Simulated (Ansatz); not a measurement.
SiH3F (SMILES F[SiH3]): name the method

SiH3F has 5 atoms, charge 0, and is taken as a singlet. As SMILES, `F[SiH3]`. The coordinates come from a PBE0-D4/def2-TZVP relaxation.

```xyz
5

F    -1.2746    0.1628    0.8580
Si    0.0433   -0.0193   -0.0307
H    -0.3678   -0.1926   -1.4437
H     0.7686   -1.2179    0.4516
H     0.8805    1.1934    0.1234
```

Orbital energies are those of the mean-field step.

A calculation with Ansatz 0.2.0 gave:

- total energy: -385.3855 Eh
- dipole moment: 1.04 D
- HOMO energy: -10.43 eV
- LUMO energy: 13.48 eV
- HOMO–LUMO gap: 23.91 eV
- largest force: 2.117 eV/Å

Problem. Which of these levels gave the numbers?
A. B3LYP/6-31G* (Cartesian functions)
B. CAM-B3LYP/6-31+G* (spherical functions)
C. MP2/def2-TZVP
D. HF/STO-3G

Solution. D. The others give -391.1803 Eh (B3LYP/6-31G* (Cartesian functions)), -390.6041 Eh (MP2/def2-TZVP), -391.1482 Eh (CAM-B3LYP/6-31+G* (spherical functions)).
